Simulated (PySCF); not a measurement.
**Al2: energy against distance**

Set-up: Al cc-pV(D+d)Z; no relativity (PySCF 2.14). Energies in eV from Al + Al in their ground configurations at the same level. All curves are PBE0. state 1: ³Πu (triplet), unpaired electrons σ ↑, π ↑; state 2: ³Σg⁻ (triplet), unpaired electrons π ↑↑, a second solution, started from another occupation; state 3: Ms = 0 determinant of mixed spin (⟨S²⟩ near 1.0), unpaired electrons σ ↓, π ↑, a second solution, started from another occupation; state 4: Ms = 0 determinant of mixed spin (⟨S²⟩ near 1.0), unpaired electrons π ↑↓, a mixture of terms (⟨Lz²⟩ = 2.0), a second solution, started from another occupation.

```json
{"R (Å)": "2.356", "state 1": "-1.109", "state 2": "-1.421", "state 3": "-1.011", "state 4": "-1.239"}
{"R (Å)": "2.466", "state 1": "-1.341", "state 2": "-1.477", "state 3": "-1.242", "state 4": "-1.303"}
{"R (Å)": "2.576", "state 1": "-1.468", "state 2": "-1.455", "state 3": "-1.366", "state 4": "-1.289"}
{"R (Å)": "2.658", "state 1": "-1.512", "state 2": "-1.403", "state 3": "-1.408", "state 4": "-1.242"}
{"R (Å)": "2.740", "state 1": "-1.523", "state 2": "-1.331", "state 3": "-1.416", "state 4": "-1.174"}
{"R (Å)": "2.822", "state 1": "-1.509", "state 2": "-1.245", "state 3": "-1.400", "state 4": "-1.092"}
{"R (Å)": "2.932", "state 1": "-1.463", "state 2": "-1.117", "state 3": "-1.349", "state 4": "-0.970"}
{"R (Å)": "3.069", "state 1": "-1.373", "state 2": "-0.949", "state 3": "-1.254", "state 4": "-0.808"}
{"R (Å)": "3.233", "state 1": "-1.240", "state 2": "-0.749", "state 3": "-1.116", "state 4": "-0.615"}
{"R (Å)": "3.452", "state 1": "-1.044", "state 2": "-0.503", "state 3": "-0.914", "state 4": "-0.376"}
```

Question: Put a parabola through the three lowest points of the state 1 curve and estimate Re, k and ωe (reduced mass 13.49 u; 1 eV/Å² = 0.16022 mdyn/Å; ωe = 1302.8·√(k/μ) cm⁻¹).

Answer: Through R = 2.658, 2.74, 2.822 Å the second-order coefficient is 1.86 eV/Å², so Re ≈ 2.735 Å, k ≈ 0.596 mdyn/Å and ωe ≈ 274 cm⁻¹. A polynomial fit of higher order to the unrounded PBE0 energies gives Re = 2.732 Å, k = 0.603 mdyn/Å, ωe = 275 cm⁻¹; anharmonicity and rounding make the difference.

The higher-order fit for each curve: state 1: Re = 2.732 Å, ωe = 275 cm⁻¹, De = 1.52 eV; state 2: Re = 2.484 Å, ωe = 351 cm⁻¹, minimum 1.48 eV below the ground-state fragments; state 3: Re = 2.723 Å, ωe = 281 cm⁻¹, minimum 1.42 eV below the ground-state fragments; state 4: Re = 2.495 Å, ωe = 345 cm⁻¹, minimum 1.31 eV below the ground-state fragments.

Closed-shell solutions of metal pairs were not tested for spin polarisation, which can lower them a little. The state is the lowest determinant that a PBE0 search found; another state may lie lower at other levels.
